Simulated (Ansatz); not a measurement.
Gas-phase reaction in SMILES: CC(N)=O → N[C]=O + [CH3] (CH3) (the C-C bond breaks)

Wanted: bond dissociation energy (electronic), in kcal/mol. Conventions: LANL2DZ all-electron up to Ne; non-relativistic; 6-311+G** with 5d; no spin-orbit coupling; six Cartesian d functions in 6-31G* and its kin unless marked 5d; dispersion terms only where a functional's name holds one; valence correlation only; UHF or UKS for open shells. CBS(X,Y): correlation extrapolated as X^-3; Hartree-Fock from the larger set. The bracket is a focal-point correction in the basis named. Ab initio and DFT rows: single points at B3LYP-D3(BJ) geometries (Ansatz, a first-principles code).

Coupled cluster (Ansatz) is a level with limits of its own, used here on species with T1 under 0.025 (0.045 for open shells) and stable references: RI-MP2/CBS(cc-pVTZ,cc-pVQZ)+[CCSD(T)-MP2]/cc-pVTZ.

Value to compare with, RI-MP2/CBS(cc-pVTZ,cc-pVQZ)+[CCSD(T)-MP2]/cc-pVTZ (Ansatz): 93.5 kcal/mol.

| level | program | bond dissociation energy (electronic) (kcal/mol) | difference |
|---|---|---|---|
| B3LYP/STO-3G | Ansatz | 98.0 | 4.5 |
| B3LYP/3-21G | Ansatz | 89.7 | -3.8 |
| B3LYP/LANL2DZ | Ansatz | 88.3 | -5.2 |
| B3LYP/6-31G | Ansatz | 89.6 | -3.9 |
| B3LYP/6-31G* | Ansatz | 89.1 | -4.4 |
| B3LYP/6-31+G* | Ansatz | 86.9 | -6.6 |
| B3LYP/6-31G** | Ansatz | 88.8 | -4.7 |
| B3LYP/def2-SVP | Ansatz | 88.1 | -5.4 |
| B3LYP/cc-pVDZ | Ansatz | 87.2 | -6.3 |
| B3LYP/6-311+G** | Ansatz | 85.4 | -8.1 |
| B3LYP/def2-TZVPD | Ansatz | 85.5 | -8.0 |

Among the 10 habitual levels, B3LYP/6-311+G** lies farthest from RI-MP2/CBS(cc-pVTZ,cc-pVQZ)+[CCSD(T)-MP2]/cc-pVTZ (Ansatz) (-8.1 kcal/mol); 1 of 10 lie above it, and their mean absolute difference is 5.3 kcal/mol, the median 5.0. One case shows no general order.

The sets are all those run for this method; runs whose electronic state is in doubt are left out.
